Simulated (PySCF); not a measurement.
Gas-phase reaction: CH₂Cl₂ + 2 HCl = 4 Cl + CH₄

Method: PySCF energies plus ideal-gas RRHO corrections (1 bar). 'Table' is the NASA 1993 thermochemical table (part measured, part estimated). † marks an energy on the PBE0/def2-TZVP geometry and frequencies; other levels use their own. CCSD(T) freezes the core. 6-31G* has spherical d functions here. Open shells (unrestricted): Cl (multiplicity 2, electronic degeneracy 6); the rest are closed-shell singlets. Spin-orbit splitting is ignored; it lowers the true energy and changes the entropy of Cl. B3LYP is the form with VWN-RPA correlation. CCSD(T) isn't extrapolated to the basis-set limit; its ΔH°(298 K) is 580.3 kJ in def2-SVP and 660.8 kJ in def2-TZVPP. The harmonic model lacks anharmonicity and excited electronic states, which grow with temperature; levels with a mode under 35 cm⁻¹ are left out.

| level | ΔH°(298 K), kJ | minus table | ΔG°(800 K), kJ |
|---|---|---|---|
| table | 690.6 | - | 524.7 |
| B3LYP/6-31G* | 601.3 | -89.3 | 428.0 |
| CCSD(T)/def2-SVP† | 580.3 | -110.3 | 406.1 |
| HF/6-31G* | 316.8 | -373.8 | 141.3 |
| M06-2X/def2-TZVP† | 693.9 | 3.3 | 519.7 |
| PBE/def2-SVP | 710.9 | 20.3 | 537.8 |
| PBE/def2-TZVP† | 729.0 | 38.4 | 554.8 |
| PBE0/def2-QZVP† | 701.0 | 10.4 | 526.7 |
| PBE0/def2-SVP† | 668.6 | -22.0 | 494.4 |
| r2SCAN/def2-TZVP† | 697.6 | 7.0 | 523.4 |
| ωB97M-V/def2-TZVP† | 704.4 | 13.8 | 530.1 |
